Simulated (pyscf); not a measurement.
Optimised with ωB97X-D3(BJ)/def2-SVP in PySCF.

For the elementary gas-phase step •H₂Si–O–SiH₃ (SMILES [SiH2]O[SiH3]) + H₂ (SMILES [H][H]) → H₃Si–O–SiH₃ (SMILES [SiH3]O[SiH3]) + H• (SMILES [H]) (doublet surface; H–H broken, H–Si formed), what barrier and reaction energy does ωB97X-D3(BJ)/def2-TZVP give, measured from the separated reactants?

ΔE‡ = 15.0 kcal/mol, ΔE = +10.0 kcal/mol. ωB97M-D3(BJ)/def2-TZVP gives 15.1 kcal/mol and +10.0 kcal/mol. Zero-point energy shifts the barrier by -1.0 kcal/mol. It is a hydrogen abstraction, with an imaginary mode of 1011i cm⁻¹. This is the saddle that the search found; another between the same sides may lie lower. The angle at the transferred H is 177°.
